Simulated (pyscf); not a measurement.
Structures and frequencies: ωB97X-D3(BJ)/def2-SVP in PySCF.

Problem. What is the homolytic dissociation enthalpy (298 K, ωB97M-D3(BJ)/def2-TZVP) of the N–Si bond of H₂N–Si(SiH₃)(SiH₃)–SiH₂–F (SMILES N[Si]([SiH3])([SiH3])[SiH2]F), to NH₂• + F–SiH₂–Si•(SiH₃)–SiH₃?

Solution. N–Si to NH₂• + F–SiH₂–Si•(SiH₃)–SiH₃: 92.0 kcal/mol. The 7 functionals that were run give +84.3 (r²SCAN) to +92.2 kcal/mol (M06-2X). Other isomers of F–SiH₂–Si•(SiH₃)–SiH₃ were not searched in full and may lie lower.
